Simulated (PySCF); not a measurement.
Molecule: `CC(C)(C)C=O`, C₅H₁₀O.

Geometry:
```
atom   x (Å)   y (Å)   z (Å)
  C1  -0.305  -1.470   0.022
  C2  -0.004   0.031  -0.067
  C3  -0.708   0.766   1.079
  C4   1.496   0.295  -0.054
  C5  -0.615   0.535  -1.362
  O6  -0.020   1.068  -2.257
  H7   0.206  -2.029  -0.778
  H8  -1.385  -1.672  -0.056
  H9   0.040  -1.868   0.989
 H10  -0.504   1.848   1.046
 H11  -0.354   0.382   2.049
 H12  -1.800   0.623   1.042
 H13   1.992  -0.205  -0.898
 H14   1.708   1.370  -0.140
 H15   1.943  -0.074   0.882
 H16  -1.725   0.366  -1.432
```

Geometry PBE0-D3(BJ)/def2-SVP throughout; GIAO in PySCF, gas phase, one conformer, non-relativistic; equivalent atoms averaged; functional PBE0.

(1) How do the shifts δ (against TMS, H2O at the same level) depend on the basis set? (ppm; last column core-seconds on shared hosts with different chips, so compare them loosely)

(2) Which nucleus moves most, in ppm?

(3) Taking the largest basis, pcSseg-2 (356 functions), as the yardstick, rank the others by their worst heavy-atom deviation.

Results:

(1) 
```csv
basis set,functions,C5,C2,C1/C3/C4,O6,H16,H7/H8/H9/H10/H11/H12/H13/H14/H15,core-s
STO-3G,40,136.1,39.8,24.5,593.1,9.14,1.03,3.4
6-31G,74,200.1,42.7,24.7,639.1,10.38,1.18,6.8
pcSseg-0,74,219.6,43.1,27.0,741.9,9.97,1.23,6.2
6-31G*,104,192.9,39.9,23.2,590.0,9.55,1.00,9.6
def2-SVP,134,198.8,40.1,23.9,627.2,9.22,0.88,12
cc-pVDZ,134,199.4,44.7,24.6,628.5,9.48,0.91,15
pcSseg-1,152,209.4,42.7,24.3,669.3,9.50,0.97,16
"6-311+G(2d,p)",222,208.0,44.4,23.1,630.5,9.75,0.92,27
aug-cc-pVDZ,228,202.9,45.3,22.8,602.8,9.86,1.03,33
def2-TZVP,246,209.3,44.7,24.0,642.3,9.71,0.93,33
IGLO-III,310,214.3,46.0,24.4,648.8,9.76,0.97,56
cc-pVTZ,320,207.7,44.1,23.8,643.1,9.64,0.94,58
pcSseg-2,356,215.7,46.2,24.9,651.3,9.69,0.96,61
```

(2) O6 (aldehyde oxygen): from 590.0 ppm with 6-31G* to 741.9 ppm with pcSseg-0. The smallest spread is 0.35 ppm, at H7/H8/H9/H10/H11/H12/H13/H14/H15. Proton shifts span only some 12 ppm, so a few tenths of a ppm matter as much there as several ppm in carbon.

(3) IGLO-III 2.5 ppm (310 functions), cc-pVTZ 8.2 ppm (320 functions), def2-TZVP 8.9 ppm (246 functions), 6-31G 15.6 ppm (74 functions), pcSseg-1 18.0 ppm (152 functions), 6-311+G(2d,p) 20.8 ppm (222 functions), cc-pVDZ 22.8 ppm (134 functions), def2-SVP 24.1 ppm (134 functions), aug-cc-pVDZ 48.5 ppm (228 functions), 6-31G* 61.3 ppm (104 functions), STO-3G 79.6 ppm (40 functions), pcSseg-0 90.7 ppm (74 functions).

A small basis that lands close on one nucleus may do so by chance; judge by the trend and by all nuclei.
